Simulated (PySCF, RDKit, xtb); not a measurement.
# Solving CH4NSi+, step by step

Task: start from the formula CH4NSi+ (charge +1), draw up candidate structures, narrow them down in stages, and characterise the one that lies lowest at 298.15 K.

Plan: many cheap relaxations first (GFN2-xTB), then density-functional screening, relaxation at PBE0-D3(BJ)/def2-SVP, vibrations (at GFN2-xTB) and a final energy. The numbers are computed, not measured.

2 further runs of the same task are left out: 2 set aside as unsound or not needed.

### Step 1. Drawing up candidates

All bonding patterns within simple valence rules are listed by program: one Lewis structure each, at most two rings and one unusual centre or charged pair. O–O, O–halogen and N–halogen bonds and N–N–N chains are not drawn. That gives 30 candidates.

c037 [NH2+]=C=[SiH2]; c069 [C]1[NH2+][SiH2]1; c079 [NH3+]C=[Si]; c112 [C]=[NH+][SiH3]; c218 C[Si]#[NH+]; c247 C[NH+]=[Si] (triplet); c259 C[N+]#[SiH]; c273 C1=[SiH][NH2+]1; c331 C1[NH+]=[SiH]1; c346 [C]1[NH2+][SiH2]1 (triplet); c359 [C]=[NH+][SiH3] (triplet); c360 [C+]#[SiH-][NH3+]; c395 [NH+]#C[SiH3]; c419 [CH+]=[SiH]N; c564 [NH3+]C=[Si] (triplet); c583 C=[NH+][SiH]; c587 N=C[SiH2+]; c610 C[NH+]=[Si]; c644 [CH-]=[NH+][SiH2+]; c654 [NH3+]C#[SiH]; c706 C=[NH+][SiH] (triplet); c756 [CH2+][SiH]=N; c761 C=[Si]=[NH2+]; c783 C1[NH2+][Si]1; c837 NC=[SiH+]; c881 C1=[NH+][SiH2]1; c895 C#[Si][NH3+]; c901 C#[N+][SiH3]; c948 C=[N+]=[SiH2]; c962 C1[NH2+][Si]1 (triplet).

Candidates are built by distance geometry, with a force field where one applies, in up to four conformers (letters a to d). 10 starts with atoms placed at random are added, to find patterns that the rules miss.

**Question.** With final energies at CCSD(T)/def2-TZVP, which structure will this search put lowest in free energy, and by what margin?

| quantity | value |
| --- | --- |
| lowest structure found | C#[N+][SiH3], singlet |
| next finalist | C[NH+]=[Si], singlet, 6.2 kcal/mol higher in G |
| share at equilibrium, among the finalists | 100.0 % |
| lowest excitation (TD-B3LYP/def2-SVPD) | 6.68 eV (f = 0.000) |
| lowest triplet excitation, same level, Tamm-Dancoff | 6.00 eV |

The lowest structure found is `C#[N+][SiH3]`. The margin, 6.2 kcal/mol, is modest; in electronic energy alone it is -0.6, and the rest comes from harmonic terms of single conformers. The thermal terms turn the order: in electronic energy alone `C[NH+]=[Si]` is lowest. They come from GFN2-xTB, so the order rests on a rough term. HF/def2-TZVP and MP2/def2-TZVP already put its bonding pattern lowest among the structures in one piece; GFN2-xTB, HF/STO-3G, r2SCAN-D4/def2-SVP and PBE0-D3(BJ)/def2-SVP favour the singlet C[NH+]=[Si]. Lowest found is not proven lowest: the search is finite, and each finalist counts with one conformer. Patterns outside the rules of the enumeration were met only by chance.
